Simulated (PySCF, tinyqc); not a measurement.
A ladder of methods, and size consistency: correlation methods against full CI in the sto-3g basis, for BH, spin multiplicity 1. Computed by the program tinyqc with PySCF. All electrons correlated; +Q is the Davidson correction (1 - c0^2) E_corr. The last columns treat two copies 100 angstrom apart as one system. FCI is the lowest singlet.

Geometry (angstrom):

| atom | x | y | z |
|---|---|---|---|
| B | 0.0000 | 0.0000 | 0.0000 |
| H | 0.0000 | 0.0000 | 1.3490 |

RHF energy of one = -24.744576 hartree

Correlation energies (hartree):

| method | E_corr of one | share of FCI (%) | E_corr of two at 100 angstrom | two minus twice one (mhartree) |
|---|---|---|---|---|
| MP2 | -0.032128 | 52.1786 | -0.064257 | 0.0000 |
| CISD | -0.059381 | 96.4396 | -0.110599 | 8.1637 |
| CISD+Q | -0.064135 | 104.1602 | -0.124701 | 3.5698 |
| CCSD | -0.061418 | 99.7476 | -0.122836 | 0.0000 |
| CCSD(T) | -0.061470 | 99.8317 | -0.122940 | 0.0000 |
| FCI | -0.061574 | 100.0000 | - | - |

What does the comparison show, and why?

MP2 recovers 52 %, CISD 96.4 % and CCSD 99.7 % of the FCI value (c0^2 = 0.920 in CISD). MP2 and coupled cluster are size consistent, so their last column vanishes; CISD loses 8.16 mhartree, since a double excitation on each copy is a quadruple of the pair, and the Davidson correction leaves +3.57. The restricted reference is unstable here: a spin-polarised solution lies 0.0089 hartree lower (PySCF), so results built on it describe a poor reference.
